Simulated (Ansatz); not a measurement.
Born–Oppenheimer molecular dynamics of C2H7B (10 atoms, charge 0, multiplicity 1). It goes on from the last frame of an earlier run, with new velocities.

Theory: RKS CAM-B3LYP/6-31G* in Ansatz.

* ensemble: NVE (velocity Verlet)
* time step: 0.5 fs
* steps asked: 150
* starting velocities drawn for: 500 K
* seed: 898917

First frame:

```xyz
10
Properties=species:S:1:pos:R:3
B -0.065 -0.123 0.040
C -0.006 0.061 1.588
H -0.973 -0.041 2.107
H 0.710 -0.580 2.120
H 0.357 1.093 1.822
H 0.963 -0.386 -0.537
C -1.371 0.013 -0.799
H -1.678 -0.997 -1.094
H -2.233 0.440 -0.301
H -1.233 0.604 -1.722
```

(1) How far do the bonds stretch over the last three quarters of this one trajectory? (Pairs bonded in most of those frames.)

Answers

(1) 
```
  bond  mean (Å)  spread (Å)  shortest  longest
 B1–C2     1.580       0.053      1.49     1.68
 B1–H6     1.203       0.015      1.18     1.23
 B1–C7     1.567       0.033      1.52     1.66
 C2–H3     1.097       0.009      1.08     1.12
 C2–H4     1.096       0.010      1.08     1.11
 C2–H5     1.107       0.014      1.08     1.14
 C7–H8     1.106       0.013      1.08     1.13
 C7–H9     1.097       0.016      1.07     1.12
C7–H10     1.094       0.016      1.07     1.12
```

Mean temperature of the second half: 259 K. The conserved energy stayed within 0.13 meV per atom of its start (net change 0.061 meV per atom), so the integration is sound. Over the second half the temperature averaged 0.52 of the 500 K drawn at the start: a run that starts near a minimum puts about half its kinetic energy into the potential. A run of 0.075 ps of so small a system gives no equilibrium averages.

The run took 4.1 min on 1 thread of Arm Neoverse V2 (shared host), peak memory 0.12 GiB.
